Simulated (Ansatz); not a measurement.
# Si–CH₂, triplet: reading a ladder of total energies

Geometry: that of the Si–CH2, singlet, kept fixed. The singlet lies 2.0 eV lower here.

```yaml
atoms:
  - { symbol: Si, position_ang: [0.0000, 0.0000, 0.5957] }
  - { symbol: C, position_ang: [0.0000, 0.0000, -1.1063] }
  - { symbol: H, position_ang: [0.0000, -0.9093, -1.7078] }
  - { symbol: H, position_ang: [0.0000, 0.9093, -1.7078] }
```

Basis cc-pVTZ; Ansatz 0.2.0. Only valence electrons are correlated (noble-gas cores frozen), which leaves 10 electrons in 86 orbitals. R marks a restricted (for open shells ROHF) determinant, U an unrestricted one.

Full CI isn't at hand for all of this; UCCSDT(Q) serves as the reference, and is uncertain by about the last step of the cluster series.

Runs differ by some tens of microhartree through their thresholds and, for an open shell, their frozen cores, so steps under 0.03 kcal/mol mean nothing.

| level | total energy (hartree) |
| --- | --- |
| UHF | -327.867654 |
| UMP2 | -328.085413 |
| UCCSD | -328.118809 |
| UCCSD(T) | -328.128166 |
| UCCSDT | -328.129340 |
| UCCSDT(Q) | -328.129740 |

Task: What is the correlation energy at UCCSDT(Q), and what share of it do UMP2 and UCCSD recover?

Result: E(corr) = -328.129740 − (-327.867654) = -0.262086 hartree = -7.132 eV. UMP2: -0.217759 / -0.262086 = 83.09 %. UCCSD: -0.251155 / -0.262086 = 95.83 %.

Task: By how many kcal/mol does UCCSD(T) miss UCCSDT(Q) (1 hartree = 627.509 kcal/mol), and which steps make up the rest?

Result: -328.128166 − (-328.129740) = 0.001574 hartree = 0.99 kcal/mol. Steps: UCCSDT − UCCSD(T) = -0.74, UCCSDT(Q) − UCCSDT = -0.25 kcal/mol. Differences between like states or geometries often cancel part of this.
